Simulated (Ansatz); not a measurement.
Two structures of Si₂H₆F, doublet, reached by relaxing down either side of one saddle point (PBE0-D4/def2-TZVP). Energies are electronic, without zero-point energy. Ansatz 0.2.0; basis: def2-TZVPP and def2-QZVPP; cores frozen in the correlated methods; orbitals are unrestricted. Extrapolation: Hartree–Fock as exp(−7.88 √X), correlation as X^−2.97. First:

```
9
angstrom
H 0.7708 -1.7342 0.6167
Si 0.1740 -1.8646 -0.7327
F -0.4004 -0.4330 -1.1680
Si -0.0752 1.9831 1.0271
H -0.9519 -2.8274 -0.7183
H 1.1984 -2.2700 -1.7232
H -1.5263 1.8040 0.7687
H 0.1543 2.9546 2.1299
H 0.6564 2.3877 -0.1999
```

Second:

```
atom    x (Å)    y (Å)    z (Å)
  H1   0.5375   0.4057   1.4173
 Si2   0.1868  -2.1443  -0.8227
  F3  -0.3931  -0.7115  -1.2596
 Si4  -0.0265   1.6956   0.9413
  H5  -0.9379  -3.1197  -0.8683
  H6   1.2647  -2.5076  -1.7843
  H7  -1.4789   1.5398   0.6831
  H8   0.1779   2.7258   1.9928
  H9   0.6694   2.1164  -0.2994
```

**Question.** Which bonds change from the first to the second?

**Answer.** SiH₃F ([F][SiH3]) + SiH₃ → SiH₂F ([F][SiH2]) + SiH₄; bonds formed: H1–Si4; bonds broken: H1–Si2.

**Question.** Give the saddle point's structure and its height above each. (To be estimated.)

**Answer.** The calculation gives: 13.56 kcal/mol above the first and 11.01 kcal/mol above the second (CCSD(T) at an estimated basis limit (MP2 extrapolated from triple and quadruple zeta, plus CCSD(T) − MP2 in triple zeta)).
```xyz
9
angstrom
H 0.1966 -0.1527 0.3381
Si 0.1308 -1.5976 -0.6603
F -0.6121 -0.9216 -1.9139
Si -0.0521 1.5363 0.7966
H -0.7419 -2.6963 -0.1631
H 1.4386 -2.1203 -1.1433
H -1.5129 1.8081 0.7768
H 0.5000 1.7515 2.1611
H 0.6530 2.3928 -0.1918
```

The T1 diagnostic stays at or below 0.015. ⟨S²⟩ of the unrestricted Hartree–Fock references: 0.75 to 0.78 (a pure state has 0.75). The start structure is not quite a true minimum (one mode of 38i cm⁻¹). The end structure is not quite a true minimum (one mode of 43i cm⁻¹).

Radical steps of this kind take place in plasma deposition and etching.

Labels in which every atom is bracketed show which atoms are joined, not bond orders.

For scale, one of the runs: CCSD(T)/def2-TZVPP, 199 basis functions, launched by `ansatz run in.yaml --threads 4 --pin off --events-out ev --progress --plain --max-ram 9574MiB`. Time: 2.2 min of wall clock on 4 CPU threads of an Arm Neoverse V1; the host was shared. Peak host memory: 5.7 GiB.
